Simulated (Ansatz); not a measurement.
C2H3ClF2O, SMILES `FCOC(F)Cl` from Hartree–Fock to CCSD(T)

Cartesian coordinates in Å:
```
F 0.1308 1.9375 -0.0743
C -0.7705 0.9182 -0.2375
O -0.1340 -0.2129 -0.7317
C 0.6619 -0.8589 0.1787
F -0.1064 -1.4849 1.1078
Cl 1.6126 -2.0551 -0.6869
H -1.2378 0.7298 0.7331
H -1.4990 1.2121 -0.9922
H 1.3424 -0.1857 0.7030
```

The species carries charge 0 and has multiplicity 1. Geometry: relaxed with PBE0-D4/def2-TZVP. It is one conformer, not always the lowest. Frozen core, restricted reference, the Gaussian-basis code of Ansatz. CBS rows extrapolate triple and quadruple zeta; past MP2 they add the triple-zeta difference.

```json
{"basis": "def2-SVP", "HF (Eh)": "-810.28236", "MP2 corr.": "-0.95181", "CCSD corr.": "-0.99034", "(T)": "?", "CCSD(T) total": "?"}
{"basis": "def2-TZVPP", "HF (Eh)": "-810.87386", "MP2 corr.": "-1.25039", "CCSD corr.": "?", "(T)": "?", "CCSD(T) total": "?"}
{"basis": "def2-QZVPP", "HF (Eh)": "?", "MP2 corr.": "-1.35950", "CCSD corr.": "–", "(T)": "–", "CCSD(T) total": "–"}
{"basis": "CBS(def2)", "HF (Eh)": "-810.90596", "MP2 corr.": "-1.44033", "CCSD corr.": "-1.47067", "(T)": "as TZ", "CCSD(T) total": "-812.42359"}
```

(1) Fill in the withheld values. (Estimate.)

Results:

(1) The calculation gave: def2-SVP (T): -0.02259; def2-SVP CCSD(T) total: -811.29529; def2-TZVPP CCSD corr.: -1.28073; def2-TZVPP (T): -0.04696; def2-TZVPP CCSD(T) total: -812.20155; def2-QZVPP HF (Eh): -810.90207.
